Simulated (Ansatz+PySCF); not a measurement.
Results of a calculation; reference values are marked as such.
Input for Ansatz (development build ahead of 0.2.0):

```yaml
crystal:
  periodic: [false, false, false]
  atoms:
    - { symbol: C, position_ang: [0.0, 0.0, -0.61873] }
    - { symbol: F, position_ang: [0.0, 0.0, 1.42641] }
    - { symbol: H, position_ang: [0.0, -1.03603, -0.99661] }
    - { symbol: H, position_ang: [-0.89723, 0.51802, -0.99661] }
    - { symbol: H, position_ang: [0.89723, 0.51802, -0.99661] }
basis:
  gaussian: { orbitals: cc-pVDZ }
hamiltonian:
  xc: pbe
output:
  forces: true
```

The input is written out in the form of the current development build from the run's settings.

Results

| Quantity | Value |
| --- | --- |
| Converged | yes |
| Total energy | -139.48855 hartree |
| Spin squared of the determinant | 0.000 |
| Stability test | minimum among restricted orbitals |

Forces (eV/Å):
```tsv
atom	Fx	Fy	Fz
C1	0.000	0.000	1.636
F2	0.000	0.000	-4.344
H3	0.000	-0.396	0.902
H4	-0.343	0.198	0.902
H5	0.343	0.198	0.902
```
